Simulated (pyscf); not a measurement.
Thermochemistry of product channels of B–Cl (SMILES [B]Cl) [singlet] + NH₃ (SMILES N) on the singlet surface, in kJ/mol, from ωB97M-D3(BJ)/def2-TZVP energies (ideal gas, 1 atm, RRHO with modes under 100 cm⁻¹ raised to 100, one conformer, R ln 2 for rigid chiral ones). PySCF, gas phase, ωB97X-D3(BJ)/def2-SVP geometries.

```csv
products,ΔE,ΔH(298 K),ΔG(600 K),ΔG(900 K)
HN=B–Cl (SMILES N=BCl) + H₂ (SMILES [H][H]),-205.4,-222.6,-205.7,-201.2
H₂N–BH–Cl (SMILES NBCl),?,-398.1,-315.5,?
B–NH₂ (SMILES [B]N) [singlet] + HCl (SMILES Cl),-12.1,-22.4,-25.6,-28.6
```

Q: What belongs in the gaps?

A: 
- H₂N–BH–Cl (SMILES NBCl), ΔE: -404.8
- H₂N–BH–Cl (SMILES NBCl), ΔG(900 K): -274.7

These are energies of the channels, which say nothing of barriers. B–NH₂ [singlet] lies 160.1 kJ/mol over its isomer HB=NH, and others may lie lower still (electronic energy, ωB97M-D3(BJ)).
